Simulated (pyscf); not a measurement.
Thermochemistry of product channels of F–SiH₂–F (SMILES F[SiH2]F) on the singlet surface, in kJ/mol, from ωB97M-D3(BJ)/def2-TZVP energies (ideal gas, 1 atm, RRHO with modes under 100 cm⁻¹ raised to 100, one conformer, R ln 2 for rigid chiral ones). Optimised with ωB97X-D3(BJ)/def2-SVP in PySCF.

```json
[
 {"products": "F–F (SMILES FF) + SiH₂ (SMILES [SiH2]) [singlet]", "ΔE": "+1037.2", "ΔH(298 K)": "+1020.6", "ΔG(900 K)": "+887.6", "ΔG(1200 K)": "+843.9"},
 {"products": "F–Si:–F (SMILES F[Si]F) [singlet] + H₂ (SMILES [H][H])", "ΔE": "+146.5", "ΔH(298 K)": "+132.2", "ΔG(900 K)": "+15.5", "ΔG(1200 K)": "-24.1"},
 {"products": "HF (SMILES F) + F–SiH: (SMILES F[SiH]) [singlet]", "ΔE": "+346.9", "ΔH(298 K)": "+340.0", "ΔG(900 K)": "+203.5", "ΔG(1200 K)": "+158.6"}
]
```

The channel to F–Si:–F [singlet] + H₂ turns favourable between 298 and 1200 K (ΔG from +94.9 kJ/mol to -24.1 kJ/mol).

These are energies of the channels, which say nothing of barriers.
